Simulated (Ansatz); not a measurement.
# Basis or method: quintet less triplet of B–AlH₂

B–AlH2, triplet; coordinates (Å): B 0.000 0.000 1.551; Al 0.000 0.000 -0.528; H 0.000 -1.411 -1.249; H 0.000 1.411 -1.249. Quantity: quintet less triplet, vertical.

Ansatz 0.2.0, basis 6-31G or cc-pVDZ; geometries are PBE0/def2-TZVP minima. Wave-function levels freeze the cores; HF, MP2 and coupled cluster are restricted for singlets and unrestricted otherwise, Kohn–Sham unrestricted where that lies lower. NEVPT2 and MRCISD+Q stand on CASSCF in the full valence space. The reference is CCSDTQ or full CI (coupled cluster only where its series has nearly closed). Semilocal and hybrid functionals correlate all electrons outside any core potential and usually lie nearer their basis limit than the reference, so part of their error here is the reference's basis and frozen-core error; RPA and the MP2 part of double hybrids freeze the same cores as the reference. None of these values is a measured one. Energies are electronic, without zero-point terms. No spin–orbit coupling and no scalar relativity. The species are chosen: bound, without strong static correlation by their natural occupations or amplitudes, in their lowest spin state as far as vertical gaps and like structures tell, and with a ladder that closes on the reference, so errors are smaller than for species at large; levels whose determinant breaks symmetry or spin markedly are left out.

```json
{"level": "reference", "6-31G (kcal/mol)": "84.8 (full CI)", "cc-pVDZ (kcal/mol)": "86.8 (CCSDTQ)"}
{"level": "HF", "6-31G (kcal/mol)": "72.6", "cc-pVDZ (kcal/mol)": "65.9"}
{"level": "CCSD(T)", "6-31G (kcal/mol)": "84.7", "cc-pVDZ (kcal/mol)": "86.6"}
{"level": "NEVPT2", "6-31G (kcal/mol)": "84.8", "cc-pVDZ (kcal/mol)": "84.1"}
{"level": "MRCISD+Q", "6-31G (kcal/mol)": "84.9", "cc-pVDZ (kcal/mol)": "86.6"}
{"level": "PBE", "6-31G (kcal/mol)": "89.6", "cc-pVDZ (kcal/mol)": "84.5"}
{"level": "PBE0", "6-31G (kcal/mol)": "91.4", "cc-pVDZ (kcal/mol)": "85.9"}
{"level": "B3LYP", "6-31G (kcal/mol)": "98.7", "cc-pVDZ (kcal/mol)": "94.0"}
```

From 6-31G to cc-pVDZ the reference moves by 2.0 kcal/mol and PBE by -5.1; the step from CCSD(T) to the reference is 0.1 in the first and 0.2 in the last.
